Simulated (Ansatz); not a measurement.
**CH5FSi (SMILES C[SiH2]F): revPBE/6-311+G(d,p)**

What is the vertical electron affinity of CH5FSi at revPBE/6-311+G**? 

The results are computed with Ansatz 0.2.0.

74 further runs of the same task are left out: 1 that didn't finish, 73 set aside as unsound or not needed.

**1. The system as given**

CH5FSi: 8 atoms, total charge 0, spin state singlet. SMILES: `C[SiH2]F`. The coordinates come from a PBE0-D4/def2-TZVP relaxation.

Bond lengths: C1–Si2 1.853 Å, Si2–F3 1.604 Å, C1–H4 1.092 Å, C1–H5 1.094 Å, C1–H6 1.092 Å, Si2–H7 1.485 Å, Si2–H8 1.485 Å. Some angles: C1–Si2–F3 109.4°, C1–Si2–H7 111.5°, C1–Si2–H8 111.5°, F3–Si2–H7 107.3°, F3–Si2–H8 107.3°, Si2–C1–H4 111.0°, Si2–C1–H5 110.1°, Si2–C1–H6 111.1°, H7–Si2–H8 109.7°, H4–C1–H5 108.1°.

**2. The energy at revPBE/6-311+G(d,p)**

File job.yaml:

```yaml
basis:
  gaussian: {orbitals: 6-311+G_st__st_-spherical.json}
crystal:
  periodic: [false, false, false]
  atoms:
    - {symbol: C, position_ang: [-0.521400, 0.700300, -0.437000]}
    - {symbol: Si, position_ang: [0.448400, -0.642000, 0.395200]}
    - {symbol: F, position_ang: [1.946500, -0.649600, -0.178800]}
    - {symbol: H, position_ang: [-0.562400, 0.542500, -1.517100]}
    - {symbol: H, position_ang: [-1.546700, 0.713200, -0.056500]}
    - {symbol: H, position_ang: [-0.077200, 1.680300, -0.248400]}
    - {symbol: H, position_ang: [0.538700, -0.420800, 1.860700]}
    - {symbol: H, position_ang: [-0.133700, -1.981200, 0.126000]}
hamiltonian: {xc: {name: revPBE}}
accuracy: high
output: {orbitals: {seedname: orbitals}}
```

The basis set 6-311+G** is read from a file made from the Basis Set Exchange's data (not shown).

Started as:

```console
$ ansatz run job.yaml --threads 1 --pin off --max-ram 3480MiB --events-out events.jsonl --progress --plain --runs-dir runs
```

What it wrote:

```text
Warning: RAYON_NUM_THREADS=1 ignored (pool sized by the plan → 1); use --threads N
Functional definition: revPBE
  name "revPBE"
  parameter kappa = 1.245
  parameter beta = 0.06672455060314922
  exchange = pbe_x(kappa = kappa, mu = beta*pi^2/3)
  correlation = pbe_c(beta = beta)
1999 factors; integrals over basis functions are off by at most 5.8e-9 eV
mean field evaluation 1: about -11703.6829 eV, gradient 6.7e1 eV
mean field evaluation 2: about -11689.5904 eV, gradient 9.9e1 eV
mean field evaluation 4: about -11712.9476 eV, gradient 1.0e1 eV
mean field evaluation 8: about -11713.1285 eV, gradient 5.5e-2 eV
mean field evaluation 16: about -11713.1285 eV, gradient 2.0e-6 eV
mean field -11713.12854005 eV, -430.4495344033 hartree, gradient 1.6e-8 eV, S^2 0.000000; 0 other end points of the search recorded, 0 dependent functions left out
reference -11713.12854815 eV, -430.4495347008 hartree; 17, 17 occupied and 87, 87 virtual orbitals, 1999 factors
Total energy: -11713.12854815 eV, -430.4495347008 hartree
```

Wall time 4.8 s (1 thread of Intel Xeon 6975P-C (Granite Rapids), shared host); peak memory 0.27 GiB.

**3. The doublet anion at the same level**

File input.yaml:

```yaml
basis:
  gaussian:
    orbitals: 6-311+G_st__st_-spherical.json
crystal:
  periodic: [false, false, false]
  atoms:
    - symbol: C
      position_ang: [-0.521400, 0.700300, -0.437000]
    - symbol: Si
      position_ang: [0.448400, -0.642000, 0.395200]
    - symbol: F
      position_ang: [1.946500, -0.649600, -0.178800]
    - symbol: H
      position_ang: [-0.562400, 0.542500, -1.517100]
    - symbol: H
      position_ang: [-1.546700, 0.713200, -0.056500]
    - symbol: H
      position_ang: [-0.077200, 1.680300, -0.248400]
    - symbol: H
      position_ang: [0.538700, -0.420800, 1.860700]
    - symbol: H
      position_ang: [-0.133700, -1.981200, 0.126000]
total_charge: -1
magnetization:
  spin_polarized: true
  initial_magnetization: 1
hamiltonian:
  xc: {name: revPBE}
accuracy: high
output: {orbitals: {seedname: orbitals}}
```

The basis set 6-311+G** is read from a file made from the Basis Set Exchange's data (not shown).

Started as:

```console
$ ansatz run input.yaml --threads 1 --pin off --max-ram 3480MiB --events-out events.jsonl --progress --plain --runs-dir runs
```

What it wrote:

```text
Warning: RAYON_NUM_THREADS=1 ignored (pool sized by the plan → 1); use --threads N
Functional definition: revPBE
  name "revPBE"
  parameter kappa = 1.245
  parameter beta = 0.06672455060314922
  exchange = pbe_x(kappa = kappa, mu = beta*pi^2/3)
  correlation = pbe_c(beta = beta)
1999 factors; integrals over basis functions are off by at most 5.8e-9 eV
mean field evaluation 1: about -11704.9293 eV, gradient 3.9e1 eV
mean field evaluation 2: about -11687.9558 eV, gradient 6.9e1 eV
mean field evaluation 4: about -11712.0691 eV, gradient 4.8e0 eV
mean field evaluation 8: about -11712.1654 eV, gradient 1.3e-1 eV
mean field evaluation 16: about -11712.1665 eV, gradient 2.4e-3 eV
mean field evaluation 32: about -11712.1665 eV, gradient 8.7e-8 eV
mean field evaluation 64: about -11712.1352 eV, gradient 4.0e-1 eV
mean field -11712.16651588 eV, -430.4141806669 hartree, gradient 9.2e-8 eV, S^2 0.750098; 9 other end points of the search recorded, 0 dependent functions left out
reference -11712.16652064 eV, -430.4141808417 hartree; 18, 17 occupied and 86, 87 virtual orbitals, 1999 factors
Total energy: -11712.16652064 eV, -430.4141808417 hartree
```

It took 16 s on 1 thread of Intel Xeon 6975P-C (Granite Rapids), shared host; peak memory 0.35 GiB.

**4. What came out**

At revPBE/6-311+G**:

```
                                         quantity          value
                     singlet CH5FSi: total energy  -430.44953 Eh
                      singlet CH5FSi: HOMO energy       -7.87 eV
                      singlet CH5FSi: LUMO energy       -0.54 eV
                    singlet CH5FSi: HOMO–LUMO gap        7.32 eV
                      doublet anion: total energy  -430.41418 Eh
doublet anion: HOMO energy (highest over α and β)        2.35 eV
 doublet anion: LUMO energy (lowest over α and β)        2.68 eV
                              doublet anion: ⟨S²⟩          0.750
vertical electron affinity (to the doublet anion)      -0.962 eV
```

**Reading.** The anion lies 0.96 eV (92.8 kJ/mol) above the neutral: the electron isn't bound at this level, and such a value depends on the basis. The HOMO (doublet anion) lies at positive energy, 2.35 eV, as semi-local functionals often give for anions; only total energies tell whether the electron is bound.
